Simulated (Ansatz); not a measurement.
in.yaml

```yaml
crystal:
  periodic: [false, false, false]
  atoms:
    - {symbol: B, position_ang: [0.000000, 0.000000, 0.000000]}
    - {symbol: O, position_ang: [0.000000, 0.000000, 1.403204]}
basis:
  gaussian: {orbitals: 6-31G, point_charges: [{charge: 0.50, position_ang: [4.978, -0.711, 0.354]}]}
magnetization: {spin_polarized: false, initial_magnetization: 3}
correlation: {method: fic_nevpt4_sd, electrons: all, active_space: {window: {electrons: 7, orbitals: 5}}}
scf: {lower_state_search: off}
```

```sh
$ ansatz run in.yaml --threads 1 --pin off --events-out ev --progress --plain --max-ram 2393MiB
```

Log:

```
these checks for a lower state are left out or cut short: stability, starts, cluster_reference, orbital_swaps, neighbouring_geometries, increment
201 factors; integrals over basis functions are off by at most 1.3e-4 eV
mean field evaluation 1: about -2701.3996 eV, gradient 1.0e1 eV
mean field evaluation 2: about -2701.4042 eV, gradient 1.0e1 eV
mean field evaluation 4: about -2702.6565 eV, gradient 8.9e-1 eV
mean field evaluation 8: about -2702.6727 eV, gradient 1.8e-1 eV
mean field evaluation 16: about -2703.0797 eV, gradient 4.2e-1 eV
mean field evaluation 32: about -2703.1008 eV, gradient 2.5e-5 eV
mean field -2703.10075867 eV, -99.3371206537 hartree, gradient 9.2e-6 eV, S^2 3.750000; 0 other end points of the search recorded, 0 dependent functions left out
reference -2703.10075867 eV, -99.3371206537 hartree; 8, 5 occupied and 10, 13 virtual orbitals, 201 factors
state -2703.10521821 eV, -99.3372845389 hartree
state -2703.10521821 eV, -99.3372845389 hartree; corrected -2706.31593450 eV, -99.4552761862 hartree
Total energy: -2706.31593450 eV, -99.4552761862 hartree
Checks for a lower state left out: stability, starts, cluster_reference, orbital_swaps, neighbouring_geometries, increment
```

The active space holds one configuration alone, so it describes no static correlation.

Natural occupations: 1.9999 1.9999 1.0001 1.0001 1.0000.

Ran on 1 thread of Arm Neoverse V2, shared host: 0.24 s wall, 0.07 GiB peak host memory.
